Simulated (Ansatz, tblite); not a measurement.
Cost and result up the ladder for B3H2 (5 atoms). The state is a doublet with charge 0. Geometry: r2SCAN-D4/def2-TZVP.

Cartesian coordinates in Å:
```
B -1.280 -0.128 -0.103
B -0.061 -0.838 0.498
B -0.144 0.817 -0.515
H 0.666 1.600 -0.873
H 0.819 -1.451 0.993
```

Ansatz on 4 threads of Arm Neoverse N1 on a shared host; xTB runs through tblite on one thread. Times are rough, summed over both states, and most runs start from the orbitals of an earlier one. PBE0-D4/def2-TZVP serves as the yardstick here, not as an exact answer. The other state is a triplet.

The xTB rows come from tblite. The structure comes from a short search, and lower isomers may exist.

Raw xTB energies of ions are shifted by several eV, and xTB has no spin-polarisation term.

```tsv
level	functions	wall time	vertical IE (eV)	difference from PBE0-D4/def2-TZVP (eV)
GFN1-xTB	16	0.004 s	14.21	4.73
GFN2-xTB	14	0.004 s	13.21	3.73
PBE-D4/def2-TZVP	105	2.5 s	9.56	0.07
PBE0-D4/def2-TZVP	105	4.7 s	9.48	0.00
r2SCAN-D4/def2-TZVP (with forces)	105	5.2 s	9.44	-0.04
```
